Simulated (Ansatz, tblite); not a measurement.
# C2H7BO: chosen isomers compared, part 2 of 2

Aim: relax some chosen isomers of C2H7BO, and see how the levels of theory order them.

Ansatz 0.2.0, Gaussian basis; relaxed with PBE-D4/def2-SVP, singlet. The steps go on from the part before.

## (13) Candidate B, BHLYP-D4/def2-TZVP

File in.yaml:

```yaml
crystal:
  periodic: [false, false, false]
  atoms:
    - {symbol: B, position_ang: [0.908938, 1.489538, -0.947585]}
    - {symbol: C, position_ang: [-0.175837, 0.023575, 0.676252]}
    - {symbol: C, position_ang: [-0.731609, -1.313014, 0.214138]}
    - {symbol: O, position_ang: [-0.208248, 0.975490, -0.393675]}
    - {symbol: H, position_ang: [2.013735, 1.163571, -0.531673]}
    - {symbol: H, position_ang: [0.748518, 2.277315, -1.861125]}
    - {symbol: H, position_ang: [0.866467, -0.081721, 1.053000]}
    - {symbol: H, position_ang: [-0.796432, 0.440267, 1.498222]}
    - {symbol: H, position_ang: [-0.773792, -2.025365, 1.062468]}
    - {symbol: H, position_ang: [-1.756115, -1.193650, -0.191252]}
    - {symbol: H, position_ang: [-0.095636, -1.755996, -0.578759]}
basis:
  gaussian: {orbitals: def2-TZVP, initial_orbitals: start.molden}
hamiltonian: {xc: {name: BHLYP}, dispersion: d4}
scf: {omitted_lower_state_checks: [starts]}
output: {orbitals: {seedname: orbitals}}
```

Run with:

```bash
$ ansatz run in.yaml --threads 2 --pin off --events-out ev --progress --plain --max-ram 4352MiB
```

What it wrote:

```text
Functional definition: BHLYP
  name "BHLYP"
  cite "Becke, J. Chem. Phys. 98, 1372 (1993) doi:10.1063/1.464304"
  cite "Becke, Phys. Rev. A 38, 3098 (1988) doi:10.1103/PhysRevA.38.3098"
  cite "Lee, Yang & Parr, Phys. Rev. B 37, 785 (1988) doi:10.1103/PhysRevB.37.785"
  parameter a = 0.5
  exchange = (1 - a)*b88_x + a*exact_x
  correlation = lyp_c
these checks for a lower state are left out or cut short: starts
1136 factors; their error is unknown
mean field evaluation 1: about -4911.3048 eV, gradient 6.6e0 eV
mean field evaluation 2: about -4911.3830 eV, gradient 1.0e-1 eV
mean field evaluation 4: about -4911.3889 eV, gradient 3.6e-4 eV
mean field -4911.38888286 eV, -180.4902123861 hartree, gradient 2.1e-5 eV, S^2 0.000000; 0 other end points of the search recorded, 0 dependent functions left out
reference -4911.38906759 eV, -180.4902191747 hartree; 16, 16 occupied and 150, 150 virtual orbitals, 1136 factors
Total energy: -4911.55333063 eV, -180.4962557303 hartree
Checks for a lower state left out: starts
```

Run time: 1.9 s. Hardware: 2 threads of Arm Neoverse V2, shared host.

Report: HOMO -9.95 eV, LUMO 0.59 eV.

## (14) Candidate B, PBE-D4/def2-SVP

in.yaml: that of step 13 with these lines changed.

```diff
@@ -15,4 +15,4 @@
 basis:
-  gaussian: {orbitals: def2-TZVP, initial_orbitals: start.molden}
-hamiltonian: {xc: {name: BHLYP}, dispersion: d4}
+  gaussian: {orbitals: def2-SVP, initial_orbitals: start.molden}
+hamiltonian: {xc: pbe, dispersion: d4}
 scf: {omitted_lower_state_checks: [starts]}
```

Launched as before.

What it wrote:

```text
Functional definition: PBE
  name "PBE"
  cite "Perdew, Burke & Ernzerhof, Phys. Rev. Lett. 77, 3865 (1996) doi:10.1103/PhysRevLett.77.3865"
  parent pbe
  parameter kappa = 0.804
  parameter beta = 0.06672455060314922
  exchange = pbe_x(kappa = kappa, mu = beta*pi^2/3)
  correlation = pbe_c(beta = beta)
these checks for a lower state are left out or cut short: starts
1019 factors; their error is unknown
mean field evaluation 1: about -4901.8697 eV, gradient 7.1e0 eV
mean field evaluation 2: about -4902.0078 eV, gradient 1.1e-1 eV
mean field evaluation 4: about -4901.9664 eV, gradient 1.2e-4 eV
mean field -4901.96641456 eV, -180.1439430628 hartree, gradient 1.1e-5 eV, S^2 0.000000; 0 other end points of the search recorded, 0 dependent functions left out
reference -4901.96644975 eV, -180.1439443561 hartree; 16, 16 occupied and 75, 75 virtual orbitals, 1019 factors
Total energy: -4902.11912300 eV, -180.1495549945 hartree
Checks for a lower state left out: starts
```

Wall time 0.9 s (2 threads of Arm Neoverse V2, shared host).

HOMO -6.90 eV, LUMO -1.16 eV.

## (15) Candidate B, PBE0-D4/def2-SVP

in.yaml: that of step 14 with these lines changed.

```diff
@@ -16,3 +16,3 @@
   gaussian: {orbitals: def2-SVP, initial_orbitals: start.molden}
-hamiltonian: {xc: pbe, dispersion: d4}
+hamiltonian: {xc: pbe0, dispersion: d4}
 scf: {omitted_lower_state_checks: [starts]}
```

The command is unchanged.

What it wrote:

```text
Functional definition: PBE0
  name "PBE0"
  cite "Adamo & Barone, J. Chem. Phys. 110, 6158 (1999) doi:10.1063/1.478522"
  cite "Perdew, Burke & Ernzerhof, Phys. Rev. Lett. 77, 3865 (1996) doi:10.1103/PhysRevLett.77.3865"
  parent pbe
  parameter a = 0.25
  parameter kappa = 0.804
  parameter beta = 0.06672455060314922
  exchange = (1 - a)*pbe_x(kappa = kappa, mu = beta*pi^2/3) + a*exact_x
  correlation = pbe_c(beta = beta)
these checks for a lower state are left out or cut short: starts
1019 factors; their error is unknown
mean field evaluation 1: about -4902.6019 eV, gradient 6.0e0 eV
mean field evaluation 2: about -4902.6885 eV, gradient 6.5e-2 eV
mean field evaluation 4: about -4902.6784 eV, gradient 8.7e-5 eV
mean field -4902.67842642 eV, -180.1701090160 hartree, gradient 8.3e-5 eV, S^2 0.000000; 0 other end points of the search recorded, 0 dependent functions left out
reference -4902.67845366 eV, -180.1701100173 hartree; 16, 16 occupied and 75, 75 virtual orbitals, 1019 factors
Total energy: -4902.80559265 eV, -180.1747822890 hartree
Checks for a lower state left out: starts
```

Wall time 0.9 s (2 threads of Arm Neoverse V2, shared host).

From the report: HOMO -8.42 eV, LUMO -0.13 eV.

## (16) Candidate B, HF/STO-3G

in.yaml: that of step 15 with these lines changed.

```diff
@@ -15,4 +15,4 @@
 basis:
-  gaussian: {orbitals: def2-SVP, initial_orbitals: start.molden}
-hamiltonian: {xc: pbe0, dispersion: d4}
+  gaussian: {orbitals: STO-3G}
+hamiltonian: {xc: hf}
 scf: {omitted_lower_state_checks: [starts]}
```

Same command.

What it wrote:

```text
Functional definition: HF
  name "HF"
  cite "Fock, Z. Phys. 61, 126 (1930) doi:10.1007/BF01340294"
  parent pbe
  exchange = exact_x
  correlation = 0
these checks for a lower state are left out or cut short: starts
378 factors; integrals over basis functions are off by at most 5.8e-5 eV
mean field evaluation 1: about -4818.3917 eV, gradient 2.2e1 eV
mean field evaluation 2: about -4818.5930 eV, gradient 2.2e1 eV
mean field evaluation 4: about -4820.3120 eV, gradient 1.7e0 eV
mean field evaluation 8: about -4820.3229 eV, gradient 1.6e-5 eV
mean field -4820.32285752 eV, -177.1435976815 hartree, gradient 6.3e-6 eV, S^2 0.000000; 0 other end points of the search recorded, 0 dependent functions left out
reference -4820.32285752 eV, -177.1435976815 hartree; 16, 16 occupied and 11, 11 virtual orbitals, 378 factors
Total energy: -4820.32285752 eV, -177.1435976815 hartree
Checks for a lower state left out: starts
```

Wall time 0.1 s (2 threads of Arm Neoverse V2, shared host).

From the report: HOMO -10.05 eV, LUMO 8.49 eV.

## (17) Candidate B, CCSD(T)/def2-TZVP

in.yaml: that of step 16 with these lines changed.

```diff
@@ -15,4 +15,4 @@
 basis:
-  gaussian: {orbitals: STO-3G}
-hamiltonian: {xc: hf}
+  gaussian: {orbitals: def2-TZVP, initial_orbitals: start.molden}
+correlation: {method: ccsd_t}
 scf: {omitted_lower_state_checks: [starts]}
```

Launched as before.

What it wrote, cut to the lines that bear on the results:

```text
Functional definition: HF
  name "HF"
  cite "Fock, Z. Phys. 61, 126 (1930) doi:10.1007/BF01340294"
  parent pbe
[...]
1151 factors; integrals over basis functions are off by at most 1.1e-3 eV
[...]
mean field -4883.22863068 eV, -179.4553422062 hartree, gradient 1.8e-6 eV, S^2 0.000000; 0 other end points of the search recorded, 0 dependent functions left out
4 core orbitals not correlated: weight in the atoms' cores, before any rotation towards them, 1.000 or more for the frozen orbitals, at most 0.000 for the correlated occupied ones
reference -4883.22863068 eV, -179.4553422062 hartree; 12, 12 occupied and 150, 150 virtual orbitals, 1151 factors
second order -18.36451495 eV of doubles, -0.00000000 eV of singles
cycle   1  -18.93080199 eV  change   -5.7e-1 eV  update   9.7e-2
[...]
cycle   9  -19.53015828 eV  change   -4.1e-6 eV  update   1.6e-5
perturbative correction -0.71515698 eV, -0.0262815344 hartree
Total energy: -4903.47394595 eV, -180.1993438195 hartree
Checks for a lower state left out: starts
```

Wall time 28 s (2 threads of Arm Neoverse V2, shared host); peak memory 1.5 GiB.

From the report: Hartree-Fock HOMO -12.18 eV, LUMO 2.76 eV; T1 0.013.

## (18) Candidate B, RPA/def2-TZVP

in.yaml: that of step 17 with these lines changed.

```diff
@@ -16,4 +16,4 @@
   gaussian: {orbitals: def2-TZVP, initial_orbitals: start.molden}
-correlation: {method: ccsd_t}
+hamiltonian: {xc: pbe}
+correlation: {method: rpa}
 scf: {omitted_lower_state_checks: [starts]}
-output: {orbitals: {seedname: orbitals}}
```

The command is unchanged.

What it wrote:

```text
Functional definition: PBE
  name "PBE"
  cite "Perdew, Burke & Ernzerhof, Phys. Rev. Lett. 77, 3865 (1996) doi:10.1103/PhysRevLett.77.3865"
  parent pbe
  parameter kappa = 0.804
  parameter beta = 0.06672455060314922
  exchange = pbe_x(kappa = kappa, mu = beta*pi^2/3)
  correlation = pbe_c(beta = beta)
these checks for a lower state are left out or cut short: starts
1151 factors; integrals over basis functions are off by at most 1.1e-3 eV
mean field evaluation 1: about -4907.4234 eV, gradient 8.2e0 eV
mean field evaluation 2: about -4907.5087 eV, gradient 8.9e-2 eV
mean field evaluation 4: about -4907.5016 eV, gradient 6.7e-5 eV
mean field -4907.50158792 eV, -180.3473569321 hartree, gradient 1.7e-6 eV, S^2 0.000000; 0 other end points of the search recorded, 0 dependent functions left out
4 core orbitals not correlated: weight in the atoms' cores, before any rotation towards them, 1.000 or more for the frozen orbitals, at most 0.000 for the correlated occupied ones
reference -4882.07788593 eV, -179.4130531168 hartree; 12, 12 occupied and 150, 150 virtual orbitals, 1151 factors
Total energy: -4912.82652333 eV, -180.5430446991 hartree
Checks for a lower state left out: starts
```

Wall time 3.2 s (2 threads of Arm Neoverse V2, shared host).

## (19) B against A

The energies of A at these levels come from its own runs, whose logs aren't repeated here.

Differences are taken before rounding.

| method | B above A (eV) | from CCSD(T)/def2-TZVP (eV) | time |
| --- | --- | --- | --- |
| GFN1-xTB | 1.736 | +0.419 | 0.008 s |
| GFN2-xTB | -0.147 | -1.463 | 0.008 s |
| HF/STO-3G | 0.804 | -0.512 | 0.2 s |
| HF/def2-TZVP | 1.208 | -0.109 |  |
| PBE-D4/def2-SVP | 1.336 | +0.019 | 1.8 s |
| PBE-D4/def2-TZVP | 1.385 | +0.068 | 3.8 s |
| r2SCAN-D4/def2-TZVP | 1.427 | +0.110 | 5.4 s |
| PBE0-D4/def2-SVP | 1.387 | +0.070 | 1.9 s |
| PBE0-D4/def2-TZVP | 1.409 | +0.092 | 3.9 s |
| HSE06-D4/def2-TZVP | 1.409 | +0.092 | 4.2 s |
| BHLYP-D4/def2-TZVP | 1.314 | -0.002 | 3.8 s |
| ωB97M-V/def2-TZVP | 1.389 | +0.072 | 13 s |
| RPA/def2-TZVP | 1.196 | -0.121 | 6.3 s |
| MP2/def2-TZVP | 1.389 | +0.072 |  |
| CCSD/def2-TZVP | 1.324 | +0.007 |  |
| CCSD(T)/def2-TZVP | 1.317 | 0 | 56 s |

Among the levels timed on like hardware and quicker than the yardstick, those that no quicker one beats, quickest first: GFN1-xTB (0.008 s, +0.419 eV); PBE-D4/def2-SVP (1.8 s, +0.019 eV); BHLYP-D4/def2-TZVP (3.8 s, -0.002 eV).

Times add the two runs; a level without a time comes out of a correlated run.

## (20) What came out

The summary covers parts 1 to 2.

```
                    quantity      value
B above A, CCSD(T)/def2-TZVP  +1.317 eV
     levels that put B lower   GFN2-xTB
```

In words: The levels disagree on B and A: 1 of 16 put B lower. The reference is CCSD(T) in one finite basis, so it carries an error of its own, often a tenth of an eV or more, and near misses can't be ranked. Only these isomers were run, one conformer each; others of the formula can lie lower. Only singlets are compared; another spin may lie lower and prefer another shape.
